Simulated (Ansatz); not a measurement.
# Eu (Eu, bcc): the cost of one run

Program: Ansatz 0.2.0. Level of theory: DFT r²SCAN, plane waves with PAW, scalar-relativistic. These are calculated values, not measurements.

### Step 1. Starting point

Symmetry: Im-3m, No. 229, cubic system. The conventional cell has a = 4.455 Å, b = 4.455 Å, c = 4.455 Å, α = 90.00°, β = 90.00°, γ = 90.00°. Eu (site symmetry m-3m) has 8 Eu at 3.86 Å as nearest neighbours.

Coordinates:

```xyz
1
Lattice="-2.2275 2.2275 2.2275 2.2275 -2.2275 2.2275 2.2275 2.2275 -2.2275" Properties=species:S:1:pos:R:3 pbc="T T T"
Eu    0.0000    0.0000    0.0000
```

Starting moments (μB): +7.31.

### Step 2. Run at 0.01 eV

The run at 0.01 eV.

Input file input.yaml:

```yaml
crystal:
  lattice:
    - [-2.2274745855, 2.2274745855, 2.2274745855]
    - [2.2274745855, -2.2274745855, 2.2274745855]
    - [2.2274745855, 2.2274745855, -2.2274745855]
  atoms:
    - { symbol: Eu, position: [0.0, 0.0, 0.0], spin: 7.31 }
hamiltonian:
  xc: r2scan
  pseudopotentials:
    kind: paw
    azcp:
      Eu: "pseudopotentials/Eu.paw.azcp"
basis:
  ecutwfc: 500
  fft_grid_basis: typed
kpoints:
  mp_grid: { grid: [10, 10, 10], shift: [0, 0, 0] }
magnetization:
  spin_polarized: true
scf:
  occupations: { method: cold, width: 0.01 }
  lower_state_search: "off"
output:
  stress: true
```

On the command line:

```sh
> ansatz run input.yaml --threads 2 --pin off --max-ram 5120MiB --backend cpu --events-out ev --progress --plain --runs-dir out
```

Q: Estimate wall time and peak memory on 2 threads of Arm Neoverse V2, shared host.

About 9.4 s, with a peak of 0.46 GiB.
